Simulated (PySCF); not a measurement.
`C1(S)CCCC1`, C₅H₁₀S

Geometry:
```tsv
atom	x (Å)	y (Å)	z (Å)
S1	2.270	0.711	-0.439
C2	1.083	-0.465	0.319
C3	0.130	0.225	1.287
C4	-1.003	0.767	0.406
C5	-0.988	-0.081	-0.882
C6	0.154	-1.092	-0.714
H7	1.353	1.509	-0.978
H8	1.730	-1.194	0.807
H9	-0.255	-0.519	1.987
H10	0.622	1.009	1.861
H11	-1.962	0.698	0.919
H12	-0.833	1.818	0.173
H13	-1.937	-0.591	-1.038
H14	-0.810	0.550	-1.753
H15	0.665	-1.305	-1.652
H16	-0.227	-2.033	-0.313
```

Method: GIAO HF/pcSseg-1 magnetisability, rotational g tensor and spin-rotation constants, non-relativistic, gas phase in PySCF 2.14.0. Geometry: GFN2-xTB.

Q: How diamagnetic is it, and how anisotropic?

A: Isotropic -1341 × 10⁻³⁰ J/T², or -80.7 × 10⁻⁶ cm³/mol; principal values -1421, -1318, -1282 × 10⁻³⁰ J/T², anisotropy 125 × 10⁻³⁰ J/T² (root of half the summed squared differences of the principal values). The susceptibility is in cgs units.

Q: Split it along the inertial axes a, b, c into diamagnetic and paramagnetic parts about the centre of mass, with the quadrupole moment.

A: 
```tsv
axis	χ (10⁻⁶ cm³/mol)	diamagnetic (10⁻⁶ cm³/mol)	paramagnetic (10⁻⁶ cm³/mol)	summed x² of all electrons (Å²)	quadrupole Θ (D Å)
a	-81.0	-381.9	300.9	112.8	-5.08
b	-79.4	-638.1	558.7	52.4	-0.80
c	-81.8	-701.3	619.5	37.6	+5.88
```
Anisotropies 2χaa − χbb − χcc = -0.8 and 2χbb − χaa − χcc = +4.0 × 10⁻⁶ cm³/mol. Θ is traceless in Buckingham's convention.

Q: And the rotational g tensor?

A: 
```tsv
axis	rotational constant (GHz)	g	nuclear part	electronic part
a	4.6386	-0.0004	0.6552	-0.6557
b	2.2313	-0.0046	0.5812	-0.5857
c	2.0105	-0.0056	0.5795	-0.5851
```
Asymmetric top; isotopes 12C, 1H, 32S; no vibrational averaging.
